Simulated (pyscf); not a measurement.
Elementary routes open to H₃C–Cl (SMILES CCl) + F–AlH–F (SMILES [F][AlH][F]) in the gas phase (singlet surface):
A. CH₄ (SMILES C) + F–Al(F)–Cl (SMILES [F][Al]([F])[Cl]) (C–Cl, Al–H broken; C–H, Al–Cl formed)
B. H₃C–Al(F)–F (SMILES [CH3][Al]([F])[F]) + HCl (SMILES Cl) (C–H, C–Cl, Al–H broken; Al–C, C–H, Cl–H formed)

Optimised with ωB97X-D3(BJ)/def2-SVP in PySCF.

Q: Rank the routes by free-energy barrier at 1200 K, lowest first, for ωB97M-D3(BJ)/def2-TZVP energies (ideal gas, 1 atm, RRHO with modes under 100 cm⁻¹ raised to 100, one conformer, R ln 2 for chiral ones without a mode under 150 cm⁻¹).

A: A (74.2 kcal/mol), B (88.4 kcal/mol)

Route A is the fastest of these, ahead of the next by 14.2 kcal/mol. The most stable products are those of A (ΔG = -47.3 kcal/mol), so kinetics and thermodynamics agree. At 298 K A is still the fastest. A: On the reactant side the descent ends in an adduct with a Al–Cl contact (not fully relaxed), 16.3 kcal/mol under the separated species and 49.2 kcal/mol under the saddle at ωB97X-D3(BJ)/def2-TZVP. On the product side the descent ends in a complex, 6.8 kcal/mol under the separated species and 93.5 kcal/mol under the saddle at ωB97X-D3(BJ)/def2-TZVP. B: On the product side the descent ends in an adduct with a Al–Cl contact, 9.5 kcal/mol under the separated species and 79.4 kcal/mol under the saddle at ωB97X-D3(BJ)/def2-TZVP. Only these routes are compared; each barrier is that of the saddle found, and lower ones may exist.
